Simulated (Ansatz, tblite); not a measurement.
Cost and result up the ladder for Si3H6⁻ (9 atoms). The state is a doublet with charge -1. Geometry: PBE0-D4/def2-TZVPD.

Cartesian coordinates in Å:
```
Si 0.2720 0.0760 1.5748
Si -0.3584 0.5082 -1.9066
Si -0.0778 -1.1957 -0.3624
H -1.7465 1.0917 -1.7449
H -0.9213 0.9221 1.9188
H 1.3684 -1.6069 -0.6028
H 1.4308 1.0340 1.6314
H -0.4371 -0.0562 -3.3127
H 0.4699 -0.7731 2.8043
```

Ansatz on 4 threads of Arm Neoverse V1 on a shared host; xTB runs through tblite on one thread. Times are rough, summed over both states, and most runs start from the orbitals of an earlier one. PBE0-D4/def2-TZVPD serves as the yardstick here, not as an exact answer. The other state is a singlet.

The xTB rows come from tblite. The structure comes from a short search, and lower isomers may exist.

Raw xTB energies of ions are shifted by several eV, and xTB has no spin-polarisation term.

| level | functions | vertical IE (eV) | difference from PBE0-D4/def2-TZVPD (eV) | remarks |
| --- | --- | --- | --- | --- |
| GFN2-xTB | 33 | 4.92 | 2.73 | – |
| r2SCAN-D4/def2-TZVPD | 183 | 2.16 | -0.03 | HOMO above zero (-1 doublet) |
| GFN1-xTB | 39 | 6.79 | 4.60 | – |
| PBE0-D4/def2-TZVPD | 183 | 2.19 | 0.00 | – |
| PBE-D4/def2-TZVPD | 183 | 2.06 | -0.13 | HOMO above zero (-1 doublet) |

Q: Estimate how long each takes.

A: GFN2-xTB 0.01 s; GFN1-xTB 0.013 s; PBE-D4/def2-TZVPD 4.8 s; PBE0-D4/def2-TZVPD 6.4 s; r2SCAN-D4/def2-TZVPD 11 s. On shared hardware such times vary by a factor of up to 3.
